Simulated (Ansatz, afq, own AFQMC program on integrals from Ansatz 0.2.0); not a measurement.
CH2⁺, doublet in cc-pVDZ, levels against full CI

```yaml
atoms:
  - { symbol: C, position_ang: [0.0000, 0.0000, 0.0000] }
  - { symbol: H, position_ang: [0.0000, 0.0000, -1.0935] }
  - { symbol: H, position_ang: [0.0000, 0.0000, 1.0935] }
```

Basis cc-pVDZ. Only valence electrons are correlated. AFQMC by an in-house program on the Cholesky factors that Ansatz 0.2.0 writes for its CCSD(T) run. The CISD trial takes its coefficients from CCSD amplitudes. Released means that phaseless walkers are propagated on without the constraint, phases kept. Free projection: walkers drawn from exp(T), propagated without any constraint. Its projection time is finite, and what remains of the start isn't in its error. Error bars are statistical, one sigma.

Determinant: UHF, the one that the program's search chose, which needn't be the lowest solution. The geometry is a point of a scan.

Full CI on the same integrals is exact in this basis and with this determinant's frozen core.

* T1 diagnostic: 0.0085
* weight of the determinant in the CISD state: 0.956
* ⟨S²⟩ of the determinant: 0.762
* size of the correlated space: 5 electrons in 23 orbitals

```tsv
level	correlation energy (eV)
MP2	-2.0596
CCSD	-2.6430
CCSD(T)	-2.6782
```

(1) Estimate where AFQMC with the constraint released lies against CCSD(T) on the same integrals.

(1) 11.0 ± 0.5 meV below CCSD(T).

Reference: full CI, correlation energy -2.689 eV. The released energy is read at 2.40 1/Eh (meV from the phaseless value at times in 1/Eh: -0.3 ± 0.5 at 0.24, -1.2 ± 0.3 at 0.51, -2.5 ± 0.5 at 0.99, -2.2 ± 0.5 at 1.62, -2.2 ± 0.5 at 2.40).

```csv
level,E − E(reference) (meV),share of correlation (%)
CCSD(T),10.9,99.60
CCSDT,1.2,99.96
CCSDT(Q),0.3,99.99
CCSDTQ,0.0,100.00
ph-AFQMC/HF,-1.0 ± 10.7,100.04
ph-AFQMC/CISD,2.1 ± 0.7,99.92
released AFQMC,-0.2 ± 0.5,100.01
free AFQMC,-0.1 ± 0.6,100.01
```

CCSDT and higher add their correlation energy to the determinant of the CCSD(T) run, since their own runs factorise the integrals more tightly (a shift of under 2 meV). Free projections are given only where their last times agree within the noise and don't stop above the reference; a slow remainder of the start can still hide under it. A walk keeps the symmetry of its determinant, which the program's search chose and which needn't be the lowest solution, so a lower state of the same spin and another symmetry isn't excluded. Released energies are given only where the last usable release times agree within the noise; a slower fall can still hide under it.
